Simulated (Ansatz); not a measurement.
# NO+: a ladder of functionals and wavefunction methods

An exercise on one series of results from a longer session: the logs are not shown, and one member is left open.

The runs use Ansatz 0.2.0, Gaussian basis; functionals in def2-TZVPP, the program's frozen cores in correlated methods.

Levels to be run: LDA (SPW92), PBE-D4, revPBE-D4, BLYP-D4, r2SCAN-D4, B97M-V, PBE0-D4, B3LYP-D4, r2SCANh-D4, r2SCAN0-D4, HSE06-D4, BHLYP-D4, CAM-B3LYP-D4, LC-ωPBE, ωB97X-V, ωB97M-V, B2PLYP, PBE-QIDH; CCSD(T)/def2-SVP; CCSD(T)/def2-TZVPP; CCSD(T)/def2-QZVPP; extrapolation to the limit; RPA on PBE.

## The geometry

An earlier PBE0-D4 in a triple-zeta def2 set relaxation fixed the geometry.

SMILES `N#[O+]`, 2 atoms, charge 1, spin multiplicity 1.

Atoms are counted from 1 here; the program's logs count them from 0.

Bond lengths: N1–O2 1.054 Å.

The first run:

in.yaml

```yaml
crystal:
  periodic: [false, false, false]
  atoms:
    - {symbol: N, position_ang: [0.000000, -0.000000, 0.004778]}
    - {symbol: O, position_ang: [-0.000000, 0.000000, 1.058442]}
basis:
  gaussian: {orbitals: def2-TZVPP}
total_charge: 1
hamiltonian: {xc: lda}
output: {orbitals: {seedname: orbitals}}
```

Command:

```
ansatz run in.yaml --threads 2 --pin off --events-out ev --progress --plain --max-ram 32768MiB --backend cpu
```

Among the steps run: LDA; PBE-D4 (GGA); revPBE-D4 (GGA); BLYP-D4 (GGA); r2SCAN-D4 (meta-GGA); B97M-V (meta-GGA); B3LYP-D4 (hybrid); r2SCANh-D4 (hybrid); r2SCAN0-D4 (hybrid); HSE06-D4 (hybrid); BHLYP-D4 (hybrid); CAM-B3LYP-D4 (range-separated); LC-ωPBE (range-separated); ωB97X-V (range-separated); ωB97M-V (range-separated); B2PLYP (double hybrid); PBE-QIDH (double hybrid).

One table of the session follows, with a row left open; its other results are not shown here.

It belongs to the step «Frontier levels by functional». Levels are read from the orbital files that the runs wrote:

```
  functional  HOMO (eV)  LUMO (eV)  gap (eV)
 LDA (SPW92)     -23.18     -14.68      8.50
      PBE-D4     -23.12     -14.42      8.70
   revPBE-D4     -23.08     -14.33      8.76
     BLYP-D4     -23.10     -14.38      8.73
   r2SCAN-D4     -23.73     -14.19      9.54
      B97M-V     -24.04     -13.98     10.05
     PBE0-D4     -25.32     -12.90     12.42
    B3LYP-D4     -25.02     -13.33     11.69
  r2SCANh-D4     -24.53     -13.61     10.92
  r2SCAN0-D4     -25.73     -12.75     12.98
    HSE06-D4     -24.90     -13.30     11.60
    BHLYP-D4     -27.52     -11.36     16.16
CAM-B3LYP-D4          ?          ?         ?
     LC-ωPBE     -28.36     -10.11     18.25
     ωB97X-V     -27.99     -10.16     17.83
     ωB97M-V     -27.92     -10.15     17.77
```

**Question.** Estimate the row for CAM-B3LYP-D4.

**Answer.** HOMO (eV): -26.98; LUMO (eV): -11.58; gap (eV): 15.40. In the column «HOMO (eV)» it lies between BHLYP-D4 (-27.52) and r2SCAN0-D4 (-25.73).
